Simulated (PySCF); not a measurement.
# H3NO (hydroxylamine): PBE0/STO-6G

What is the energy change on altering one bond length of H3NO (hydroxylamine) at PBE0/STO-6G? Input form: a Python script.

Program for the calculation: PySCF 2.14.0.

8 further runs of the same task are left out: 8 set aside as unsound or not needed.

## 1. The molecule

The species is H3NO (5 atoms), meant as a singlet with charge 0. SMILES: `NO`. Geometry: relaxed at PBE0-D4/def2-TZVP. This is one conformer, not always the lowest.

Bond lengths: N1–O2 1.422 Å, N1–H3 1.016 Å, N1–H4 1.016 Å, O2–H5 0.960 Å. Angles: N1–O2–H5 102.8°, O2–N1–H3 104.5°, O2–N1–H4 104.5°, H3–N1–H4 106.0°.

## 2. A single-point energy at PBE0/STO-6G

input.py reads:

```python
# hydroxylamine
from pyscf import gto, dft

mol = gto.M(
    atom=[
    ('N', (-0.165120, -0.361290, -0.321170)),
    ('O', (0.364460, 0.666040, 0.508060)),
    ('H', (-0.162690, -1.190020, 0.266770)),
    ('H', (-1.141650, -0.109840, -0.446210)),
    ('H', (1.105010, 0.995100, -0.007440)),
],
    spin=0,
    charge=0,
    max_memory=1860,
    basis='sto-6g',
    verbose=4,
)

ks = dft.RKS(mol, xc='pbe0')
ks.conv_tol = 1e-10
ks.grids.level = 5
ks.kernel()
if not ks.converged:
    ks = ks.newton().run(ks.mo_coeff, ks.mo_occ)

e_tot = ks.e_tot
print('Final energy', e_tot)
```

Started as:

```console
$ OMP_NUM_THREADS=1 python input.py
```

Log:

```text
PySCF version 2.14.0

[INPUT] num. atoms = 5
[INPUT] num. electrons = 18
[INPUT] charge = 0
[INPUT] spin (= nelec alpha-beta = 2S) = 0
[INPUT] symmetry False subgroup None
[INPUT] Mole.unit = angstrom
[INPUT] Symbol           X                Y                Z      unit          X                Y                Z       unit  Magmom
[INPUT]  1 N     -0.165120000000  -0.361290000000  -0.321170000000 AA   -0.312031577688  -0.682739151544  -0.606923339427 Bohr   0.0
[INPUT]  2 O      0.364460000000   0.666040000000   0.508060000000 AA    0.688729583359   1.258633188005   0.960094254847 Bohr   0.0
[INPUT]  3 H     -0.162690000000  -1.190020000000   0.266770000000 AA   -0.307439543205  -2.248811882755   0.504122238250 Bohr   0.0
[INPUT]  4 H     -1.141650000000  -0.109840000000  -0.446210000000 AA   -2.157405830110  -0.207567517522  -0.843214694042 Bohr   0.0
[INPUT]  5 H      1.105010000000   0.995100000000  -0.007440000000 AA    2.088166264906   1.880466466555  -0.014059562367 Bohr   0.0

nuclear repulsion = 39.5936664123675
number of shells = 9
number of NR pGTOs = 78
number of NR cGTOs = 13
basis = sto-6g
ecp = {}

******** <class 'pyscf.dft.rks.RKS'> ********
method = RKS
initial guess = minao
damping factor = 0
level_shift factor = 0
DIIS = <class 'pyscf.scf.diis.CDIIS'>
diis_start_cycle = 1
diis_space = 8
diis_damp = 0
SCF conv_tol = 1e-10
SCF conv_tol_grad = None
SCF max_cycles = 50
direct_scf = True
direct_scf_tol = 1e-13
XC library pyscf.dft.libxc version 7.0.0
    S. Lehtola, C. Steigemann, M. J.T. Oliveira, and M. A.L. Marques.,  SoftwareX 7, 1–5 (2018)
XC functionals = pbe0
radial grids:
    Treutler-Ahlrichs [JCP 102, 346 (1995); DOI:10.1063/1.469408] (M4) radial grids

becke partition: Becke, JCP 88, 2547 (1988); DOI:10.1063/1.454033
pruning grids: <function nwchem_prune>
grids dens level: 5
symmetrized grids: False
atomic radii adjust function: <function treutler_atomic_radii_adjust>
small_rho_cutoff = 0
Set gradient conv threshold to 1e-05
Initial guess from minao.
tot grids = 155712
init E= -131.226745584975
  HOMO = -0.260869373956954  LUMO = 0.127781337336616  gap/eV = 10.57572
cycle= 1 E= -130.995311524965  delta_E= 0.231  |g|= 0.341  |ddm|= 2.64
  HOMO = -0.0499392834272965  LUMO = 0.369786844383933  gap/eV = 11.42133
cycle= 2 E= -131.02002626323  delta_E= -0.0247  |g|= 0.251  |ddm|= 0.908
  HOMO = -0.14240429464234  LUMO = 0.299346786013484  gap/eV = 12.02066
cycle= 3 E= -131.040642517805  delta_E= -0.0206  |g|= 0.0413  |ddm|= 0.365
  HOMO = -0.156292857637084  LUMO = 0.290396109822935  gap/eV = 12.15503
cycle= 4 E= -131.041147641099  delta_E= -0.000505  |g|= 0.00641  |ddm|= 0.0587
  HOMO = -0.155101219846537  LUMO = 0.292378454692346  gap/eV = 12.17654
cycle= 5 E= -131.041160417382  delta_E= -1.28e-05  |g|= 0.00021  |ddm|= 0.00833
  HOMO = -0.155142820211017  LUMO = 0.292335209056485  gap/eV = 12.17650
cycle= 6 E= -131.041160441886  delta_E= -2.45e-08  |g|= 3.98e-05  |ddm|= 0.000637
  HOMO = -0.155136308129185  LUMO = 0.292337526210043  gap/eV = 12.17638
cycle= 7 E= -131.041160442574  delta_E= -6.88e-10  |g|= 1.95e-06  |ddm|= 0.000101
  HOMO = -0.155136099731344  LUMO = 0.292338135385798  gap/eV = 12.17639
cycle= 8 E= -131.041160442576  delta_E= -1.93e-12  |g|= 2.32e-07  |ddm|= 6.14e-06
  HOMO = -0.155136059493111  LUMO = 0.292338107689116  gap/eV = 12.17639
Extra cycle  E= -131.041160442576  delta_E= -1.99e-13  |g|= 1.66e-07  |ddm|= 5.77e-07
converged SCF energy = -131.041160442576
Final energy -131.0411604425764
```

It took 2.3 s on 1 thread of Arm Neoverse V1, shared host; peak memory 0.17 GiB.

## 3. The distorted shape

calc.py reads:

```python
from pyscf import gto, dft

mol = gto.M(
    atom=[
    ('N', (-1.053813, -0.756177, 0.297453)),
    ('O', (-0.524233, 0.271153, 1.126683)),
    ('H', (-1.051383, -1.584907, 0.885393)),
    ('H', (-2.030343, -0.504727, 0.172413)),
    ('H', (1.105010, 0.995100, -0.007440)),
],
    spin=0,
    verbose=4,
    basis='sto-6g',
    max_memory=1860,
)

mf = dft.RKS(mol, xc='pbe0')
mf.conv_tol = 1e-10
mf.grids.level = 5
mf.kernel()
if not mf.converged:
    mf = mf.newton().run(mf.mo_coeff, mf.mo_occ)

energy = mf.e_tot
print('E(%s) = %.9f' % ('PBE0', energy))
```

Started as:

```console
$ OMP_NUM_THREADS=1 python calc.py
```

Log:

```text
PySCF version 2.14.0

[INPUT] num. atoms = 5
[INPUT] num. electrons = 18
[INPUT] charge = 0
[INPUT] spin (= nelec alpha-beta = 2S) = 0
[INPUT] symmetry False subgroup None
[INPUT] Mole.unit = angstrom
[INPUT] Symbol           X                Y                Z      unit          X                Y                Z       unit  Magmom
[INPUT]  1 N     -1.053813000000  -0.756177000000   0.297453000000 AA   -1.991417956506  -1.428967431695   0.562104704930 Bohr   0.0
[INPUT]  2 O     -0.524233000000   0.271153000000   1.126683000000 AA   -0.990656795459   0.512404907854   2.129122299203 Bohr   0.0
[INPUT]  3 H     -1.051383000000  -1.584907000000   0.885393000000 AA   -1.986825922024  -2.995040162906   1.673150282607 Bohr   0.0
[INPUT]  4 H     -2.030343000000  -0.504727000000   0.172413000000 AA   -3.836792208928  -0.953795797673   0.325813350315 Bohr   0.0
[INPUT]  5 H      1.105010000000   0.995100000000  -0.007440000000 AA    2.088166264906   1.880466466555  -0.014059562367 Bohr   0.0

nuclear repulsion = 36.4360721490865
number of shells = 9
number of NR pGTOs = 78
number of NR cGTOs = 13
basis = sto-6g
ecp = {}

******** <class 'pyscf.dft.rks.RKS'> ********
method = RKS
initial guess = minao
damping factor = 0
level_shift factor = 0
DIIS = <class 'pyscf.scf.diis.CDIIS'>
diis_start_cycle = 1
diis_space = 8
diis_damp = 0
SCF conv_tol = 1e-10
SCF conv_tol_grad = None
SCF max_cycles = 50
direct_scf = True
direct_scf_tol = 1e-13
XC library pyscf.dft.libxc version 7.0.0
    S. Lehtola, C. Steigemann, M. J.T. Oliveira, and M. A.L. Marques.,  SoftwareX 7, 1–5 (2018)
XC functionals = pbe0
radial grids:
    Treutler-Ahlrichs [JCP 102, 346 (1995); DOI:10.1063/1.469408] (M4) radial grids

becke partition: Becke, JCP 88, 2547 (1988); DOI:10.1063/1.454033
pruning grids: <function nwchem_prune>
grids dens level: 5
symmetrized grids: False
atomic radii adjust function: <function treutler_atomic_radii_adjust>
small_rho_cutoff = 0
Set gradient conv threshold to 1e-05
[... 1 set-up line as earlier in the session ...]
tot grids = 155712
init E= -130.857410476161
  HOMO = -0.219043487115681  LUMO = -0.133970038933585  gap/eV = 2.31497
cycle= 1 E= -130.592887316277  delta_E= 0.265  |g|= 0.595  |ddm|= 2.67
  HOMO = 0.204746055964301  LUMO = 0.239920070700503  gap/eV = 0.95713
cycle= 2 E= -130.168069420048  delta_E= 0.425  |g|= 0.878  |ddm|= 2.79
  HOMO = -0.114894614388203  LUMO = -0.0297769714402018  gap/eV = 2.31617
cycle= 3 E= -130.831478927905  delta_E= -0.663  |g|= 0.223  |ddm|= 2.06
  HOMO = -0.144113085385331  LUMO = -0.00880115715557206  gap/eV = 3.68203
cycle= 4 E= -130.739672309646  delta_E= 0.0918  |g|= 0.399  |ddm|= 0.883
  HOMO = -0.146490762818159  LUMO = -0.0177983909573021  gap/eV = 3.50190
cycle= 5 E= -130.78324650621  delta_E= -0.0436  |g|= 0.326  |ddm|= 0.207
  HOMO = -0.155619157542929  LUMO = -0.00940656437145038  gap/eV = 3.97865
cycle= 6 E= -130.757998242922  delta_E= 0.0252  |g|= 0.38  |ddm|= 0.117
  HOMO = -0.147679407078361  LUMO = -0.0117436895928186  gap/eV = 3.69900
cycle= 7 E= -130.798531638824  delta_E= -0.0405  |g|= 0.291  |ddm|= 0.196
  HOMO = -0.146452842511793  LUMO = -0.014194897783839  gap/eV = 3.59892
cycle= 8 E= -130.81636838077  delta_E= -0.0178  |g|= 0.236  |ddm|= 0.112
  HOMO = -0.141357276744669  LUMO = -0.0164237677212088  gap/eV = 3.39961
cycle= 9 E= -130.847015802504  delta_E= -0.0306  |g|= 0.0178  |ddm|= 0.39
  HOMO = -0.141338191309841  LUMO = -0.0165576152971811  gap/eV = 3.39545
cycle= 10 E= -130.847162878055  delta_E= -0.000147  |g|= 0.00424  |ddm|= 0.0365
  HOMO = -0.141284544283778  LUMO = -0.0164645362677517  gap/eV = 3.39653
cycle= 11 E= -130.84717153737  delta_E= -8.66e-06  |g|= 0.00149  |ddm|= 0.0102
  HOMO = -0.141286955520708  LUMO = -0.0164750871859678  gap/eV = 3.39630
cycle= 12 E= -130.847172713578  delta_E= -1.18e-06  |g|= 6.24e-05  |ddm|= 0.00271
  HOMO = -0.141285597929894  LUMO = -0.0164726688922459  gap/eV = 3.39633
cycle= 13 E= -130.847172715763  delta_E= -2.18e-09  |g|= 6.19e-06  |ddm|= 0.000125
  HOMO = -0.14128557594227  LUMO = -0.0164726742242509  gap/eV = 3.39633
cycle= 14 E= -130.847172715782  delta_E= -1.88e-11  |g|= 1.31e-06  |ddm|= 1.3e-05
  HOMO = -0.14128556541846  LUMO = -0.0164726763487208  gap/eV = 3.39633
Extra cycle  E= -130.847172715759  delta_E= 2.32e-11  |g|= 6.84e-06  |ddm|= 1.39e-05
converged SCF energy = -130.847172715759
E(PBE0) = -130.847172716
```

Run time: 3.3 s. Hardware: 1 thread of Arm Neoverse V1, shared host; peak memory 0.17 GiB.

## 4. Results

At PBE0/STO-6G:

| quantity | value |
| --- | --- |
| first shape: total energy | -131.04116 Eh |
| first shape: dipole moment | 0.39 D |
| first shape: HOMO energy | -4.22 eV |
| first shape: LUMO energy | 7.95 eV |
| first shape: HOMO–LUMO gap | 12.18 eV |
| distorted shape: total energy | -130.84717 Eh |
| distorted shape: dipole moment | 2.08 D |
| distorted shape: HOMO energy | -3.84 eV |
| distorted shape: LUMO energy | -0.45 eV |
| distorted shape: HOMO–LUMO gap | 3.40 eV |
| energy change with the O2–H5 bond stretched from 0.960 to 2.113 Å | 5.279 eV |

What this shows: One bond (distorted shape) is far stretched, which a spin-restricted single reference describes badly; a broken-symmetry solution may lie lower. With the O2–H5 bond stretched from 0.960 to 2.113 Å the energy rises by 5.28 eV (122 kcal/mol). The first shape isn't relaxed at this level, so the change isn't measured from a minimum. A restricted reference can't describe the breaking bond well at this length. The minimal basis adds a large error of its own. Mulliken charges (first shape) run from -0.34 on N1 to +0.22 on H5. Mulliken charges (distorted shape) run from -0.31 on N1 to +0.20 on H3; they depend strongly on the basis.
